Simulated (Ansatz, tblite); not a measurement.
Spin states of AlN2 (the lowest doublet isomer of a short search), each relaxed with r2SCAN-D4/def2-TZVP in Ansatz. Electronic energies in the gas phase.

The xTB rows come from tblite. LC-ωPBE has ω = 0.4 bohr⁻¹. B3LYP takes the VWN-RPA correlation. Correlated methods freeze 7 core orbitals. HOMO above LUMO, or a gap near zero within one spin, warns that the state may not be the lowest or that an electron is smeared out. The structure comes from a short search, and lower isomers may exist.

Doublet geometry (C∞v within 0.1 Å):

Cartesian coordinates in Å:
```
Al -0.335 1.139 -1.209
N 0.061 -0.193 0.197
N 0.274 -0.947 1.013
```

Quartet geometry (C∞v within 0.1 Å):

```xyz
3

Al   -1.568    0.070    0.080
N     0.213   -0.011   -0.011
N     1.355   -0.060   -0.069
```

⟨S²⟩: doublet 0.76 at PBE0-D4/def2-TZVP (pure 0.75), quartet 3.77 at PBE0-D4/def2-TZVP (pure 3.75).

Run but left out: HF/6-31G, HF/def2-TZVP, HF/def2-TZVPP (quartet: a determinant that CCSD turns far, T1 0.050); r2SCAN-D4/def2-TZVP (flagged by the program: asymmetric forces); MP2/def2-TZVP, MP2/def2-TZVPP (quartet: ⟨S²⟩ 4.00, where a pure state has 3.75).

Only these spin states were relaxed.

```csv
level,quartet − doublet (kJ/mol),lowest of these,remarks
GFN1-xTB,483.7,doublet,–
GFN2-xTB,227.0,doublet,–
LDA (SPW92)/def2-TZVP,179.6,doublet,gap within one spin near zero (doublet)
PBE-D4/def2-TZVP,178.7,doublet,–
revPBE-D4/def2-TZVP,175.2,doublet,–
B97M-V/def2-TZVP,199.8,doublet,–
B3LYP-D4/6-31G,201.5,doublet,–
B3LYP-D4/def2-TZVP,208.6,doublet,–
PBE0-D4/def2-TZVP,180.7,doublet,–
LC-ωPBE/def2-TZVP,182.7,doublet,–
RPA@PBE/def2-TZVP,202.3,doublet,–
CCSD/def2-TZVPP,194.0,doublet,"large T1 (0.050) (quartet), spin-contaminated (⟨S²⟩ 0.84) (doublet), spin-contaminated (⟨S²⟩ 4.00) (quartet)"
```

Change of the quartet − doublet gap on mixing in exact exchange, in kJ/mol: PBE to PBE0 (25 % exact exchange) 2.0.

The xTB methods have no spin-polarisation term.
